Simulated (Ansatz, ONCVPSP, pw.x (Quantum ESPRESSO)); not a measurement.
## What a changed setting does to a pw.x run (diamond Ge)

Potential: optimised norm-conserving Vanderbilt (ONCV), ONCVPSP 4.0.1.1 (patched build), PBE; core [Ar] 3d10, reference 4s1.75 4p2.25; waves: 4s: rc 1.55 bohr, ncon 3, nbas 6, qcut 4.5 1/bohr, 1 projector; 4p: rc 2.30 bohr, ncon 3, nbas 7, qcut 3.6 1/bohr, 2 projectors, debl 0.7 Ha; d scattering state at 0.39 Ha: rc 2.42 bohr, ncon 3, nbas 6, qcut 5.5 1/bohr, 2 projectors, debl 4 Ha; local part: polynomial inside 1.35 bohr (lpopt 5, dvloc0 0 Ha); core correction: none.

The reference run (k-mesh 8³, cutoffs 40/160 Ry, Fermi–Dirac 0.01 Ry, mixing_beta 0.4, conv_thr 1e-9, no spin) gives 0.31 GPa at 23.951 Å³/atom, where all-electron LAPW gives 0.00 GPa. This run, with its own iteration cap, changes nspin = 2 with starting_magnetization to 0.2.

```
&control
  calculation='scf', prefix='x', pseudo_dir='./', outdir='./tmp', tstress=.true., disk_io='none'
/
&system
  ibrav=0, nat=2, ntyp=1, ecutwfc=40, ecutrho=160, nbnd=11,
  occupations='smearing', smearing='fd', degauss=0.01, nspin=2, starting_magnetization(1)=0.2
/
&electrons
  conv_thr=1e-09, mixing_beta=0.4, electron_maxstep=50
/
ATOMIC_SPECIES
Ge 1.0 Ge.UPF
CELL_PARAMETERS angstrom
  0.00000000 2.88253474 2.88253474
  2.88253474 0.00000000 2.88253474
  2.88253474 2.88253474 0.00000000
ATOMIC_POSITIONS crystal
Ge 0.0000 0.0000 0.0000
Ge 0.2500 0.2500 0.2500
K_POINTS automatic
8 8 8 0 0 0
```

```bash
pw.x < Ge.scf.in > Ge.scf.out
```

How does the run end?

It converges in 7 iterations; the free energy moves by +0.0 meV/atom and the pressure by +0.00 GPa. The result is that of the reference run.

```
Message from routine setup:
     using ibrav=0 with symmetry is DISCOURAGED, use correct ibrav instead
     lattice parameter (alat)  =       7.7035  a.u.
     unit-cell volume          =     323.2587 (a.u.)^3
     number of electrons       =         8.00
     number of Kohn-Sham states=           11
     kinetic-energy cutoff     =      40.0000  Ry
     charge density cutoff     =     160.0000  Ry
     scf convergence threshold =      1.0E-09
     Exchange-correlation= PBE
     atomic species   magnetization
     number of k points=    29  Fermi-Dirac smearing, width (Ry)=  0.0100
     iteration #  1     ecut=    40.00 Ry     beta= 0.40
     total energy              =     -15.75439846 Ry
     estimated scf accuracy    <       0.04166497 Ry
     total magnetization       =     0.07 Bohr mag/cell
     absolute magnetization    =     0.08 Bohr mag/cell
     iteration #  2     ecut=    40.00 Ry     beta= 0.40
     total energy              =     -15.76076339 Ry
     estimated scf accuracy    <       0.01216314 Ry
     total magnetization       =     0.05 Bohr mag/cell
     absolute magnetization    =     0.05 Bohr mag/cell
     iteration #  3     ecut=    40.00 Ry     beta= 0.40
     total energy              =     -15.76195376 Ry
     estimated scf accuracy    <       0.00018851 Ry
     total magnetization       =     0.01 Bohr mag/cell
     absolute magnetization    =     0.01 Bohr mag/cell
     iteration #  4     ecut=    40.00 Ry     beta= 0.40
     total energy              =     -15.76202221 Ry
     estimated scf accuracy    <       0.00000480 Ry
     total magnetization       =     0.00 Bohr mag/cell
     absolute magnetization    =     0.00 Bohr mag/cell
     iteration #  5     ecut=    40.00 Ry     beta= 0.40
     total energy              =     -15.76202396 Ry
     estimated scf accuracy    <       0.00000035 Ry
     total magnetization       =     0.00 Bohr mag/cell
     absolute magnetization    =     0.00 Bohr mag/cell
     iteration #  6     ecut=    40.00 Ry     beta= 0.40
     total energy              =     -15.76202406 Ry
     estimated scf accuracy    <          6.1E-09 Ry
     total magnetization       =    -0.00 Bohr mag/cell
     absolute magnetization    =     0.00 Bohr mag/cell
     iteration #  7     ecut=    40.00 Ry     beta= 0.40
     the Fermi energy is     5.2055 ev
!    total energy              =     -15.76202407 Ry
     estimated scf accuracy    <          7.1E-10 Ry
     smearing contrib. (-TS)   =      -0.00090422 Ry
     The total energy is F=E-TS. E is the sum of the following terms:
     one-electron contribution =       3.47912412 Ry
     hartree contribution      =       1.21057177 Ry
     xc contribution           =      -4.62823719 Ry
     ewald contribution        =     -15.82257855 Ry
     total magnetization       =    -0.00 Bohr mag/cell
     absolute magnetization    =     0.00 Bohr mag/cell
     convergence has been achieved in   7 iterations
          total   stress  (Ry/bohr**3)                   (kbar)     P=        3.12
     Message from routine punch:
     Nothing written, as per user request (disk_io='none')
```

The run took about 5.9 s on one core of a shared host (Intel(R) Xeon(R) 6975P-C, 192 threads, 378 GiB, load 82).
